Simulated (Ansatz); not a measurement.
Write a Python script for the Ansatz DFT code, driven from Python that makes a nudged elastic band for an internal rotation of BH₆N, SMILES [BH3-][NH3+]. Settings (for the species named): PBE0, def2-SVP basis, multiplicity 1.

Input file `bh6n.xyz`:
```text
8

B    -0.14010    0.18250   -0.67650
N     0.17960   -0.25570    0.71860
H    -0.12720   -0.67440   -1.47460
H    -1.23610    0.64240   -0.69700
H     0.54770    1.09860   -1.03950
H     0.09900    0.55820    1.39080
H     1.19360   -0.60370    0.72230
H    -0.42430   -1.00510    1.00010
```

`bh6n.py`:
```python
# -*- coding: utf-8 -*-
"""Barrier to internal rotation of BH6N by a nudged elastic band."""

import ansatz as az
import numpy as np

system = az.Crystal.molecule_from_extxyz("bh6n.xyz")

model = (
    system.calculation()
    .basis(gaussian="def2-SVP")  # the orbital basis, by name
    .functional("pbe0")
)
symbols = [site.symbol for site in system.cartesian_sites]
start = np.array([site.position_ang for site in system.cartesian_sites], dtype=float)
rep = model.relax(force_tolerance=0.005, max_steps=100).run().report
end = np.array(rep["positions_ang"])

# a third of a turn moves each of the three like atoms to the place of the next
first, second, third = [2, 3, 4]
turned = end.copy()
turned[[first, second, third]] = end[[second, third, first]]
listed = lambda xyz: [{"symbol": s, "position_ang": p.tolist()} for s, p in zip(symbols, xyz)]
deck = model.input().to_dict()
deck["crystal"]["atoms"] = listed(end)
deck["neb"] = {"final_atoms": listed(turned), "images": 5, "initial_path": "idpp", "f_tol": 0.03, "max_iterations": 40}
rounds = []
band = az.Session.from_dict(deck).plan().execute(on_event=lambda e: rounds.append(e["data"]) if e["event"] == "neb_iteration" else None)
for each in rounds:
    print(f"round {each['iteration']:2d}  largest band force {each['band_force_max_ev_ang']:.4f} eV/A")
images = rounds[-1]["images"]
for image in images:
    print(f"s = {image['path_coordinate_ang']:6.3f} A   {(image['lagrangian_ev'] - images[0]['lagrangian_ev']):8.3f} eV")
```

```console
$ python bh6n.py
round  1  largest band force 0.5962 eV/A
round  2  largest band force 0.4754 eV/A
round  3  largest band force 0.0432 eV/A
round  4  largest band force 0.0076 eV/A
s =  0.000 A      0.000 eV
s =  0.447 A      0.027 eV
s =  0.894 A      0.079 eV
s =  1.341 A      0.104 eV
s =  1.788 A      0.079 eV
s =  2.234 A      0.027 eV
s =  2.681 A      0.000 eV
```

The energies are electronic: no zero-point or thermal terms, and the basis set is short of its limit. Finished in 59 s on 1 thread of Arm Neoverse V1, on a shared host, peak memory 0.18 GiB.

(A comment or docstring line of the script was reworded after the run, the code is as it ran; lines on the test bed's own set-up are left out of the output.)
